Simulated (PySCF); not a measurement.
Molecule: `CS(C)(=O)=O`, C$_{2}$H$_{6}$O$_{2}$S.

Numbering as in the mapped SMILES `[CH3:1][S:2]([CH3:3])(=[O:4])=[O:5]`; H(Xn) means a hydrogen on atom n.

Geometry PBE0-D3(BJ)/def2-SVP throughout; GIAO in PySCF 2.14.0 with density-fitted response routines, gas phase, one conformer, non-relativistic; equivalent atoms averaged; functional PBE0.

Q: How do the shifts δ (against TMS, CS2, H2O at the same level) depend on the basis set? (ppm; last column core-seconds on shared hosts with different chips, so compare them loosely)

A: 
| basis set | functions | C1/C3 | S2 | O4/O5 | H(C1)/H(C3) | core-s |
| --- | --- | --- | --- | --- | --- | --- |
| STO-3G | 35 | 27.4 | -73.7 | 124.2 | 1.75 | 2.4 |
| 6-31G | 61 | 44.8 | 225.4 | 178.7 | 2.48 | 4.5 |
| pcSseg-0 | 61 | 53.1 | 267.7 | 239.0 | 3.06 | 4.4 |
| 6-31G* | 86 | 40.2 | 280.2 | 184.4 | 2.20 | 5.8 |
| def2-SVP | 104 | 43.2 | 281.4 | 211.3 | 2.47 | 6.5 |
| cc-pVDZ | 104 | 43.0 | 266.9 | 211.5 | 2.39 | 8.3 |
| pcSseg-1 | 122 | 45.6 | 291.0 | 228.6 | 2.59 | 9.5 |
| aug-cc-pVDZ | 173 | 43.4 | 270.3 | 200.7 | 2.71 | 17 |
| 6-311+G(2d,p) | 179 | 44.7 | 322.9 | 222.9 | 2.65 | 14 |
| def2-TZVP | 197 | 44.2 | 342.0 | 229.1 | 2.55 | 17 |
| cc-pVTZ | 238 | 43.9 | 298.6 | 222.1 | 2.57 | 26 |
| IGLO-III | 244 | 45.5 | 334.5 | 232.3 | 2.64 | 25 |
| pcSseg-2 | 271 | 44.9 | 328.5 | 226.5 | 2.51 | 36 |

Q: Which nucleus moves most, in ppm?

A: S2 (sulfone sulfur): from -73.7 ppm with STO-3G to 342.0 ppm with def2-TZVP. The smallest spread is 1.32 ppm, at H(C1)/H(C3). Proton shifts span only some 12 ppm, so a few tenths of a ppm matter as much there as several ppm in carbon.

Q: Taking the largest basis, pcSseg-2 (271 functions), as the yardstick, rank the others by their worst heavy-atom deviation.

A: 6-311+G(2d,p) 5.6 ppm (179 functions), IGLO-III 6.0 ppm (244 functions), def2-TZVP 13.5 ppm (197 functions), cc-pVTZ 29.9 ppm (238 functions), pcSseg-1 37.5 ppm (122 functions), def2-SVP 47.1 ppm (104 functions), 6-31G* 48.3 ppm (86 functions), aug-cc-pVDZ 58.2 ppm (173 functions), pcSseg-0 60.8 ppm (61 functions), cc-pVDZ 61.6 ppm (104 functions), 6-31G 103.1 ppm (61 functions), STO-3G 402.2 ppm (35 functions).

A small basis that lands close on one nucleus may do so by chance; judge by the trend and by all nuclei.
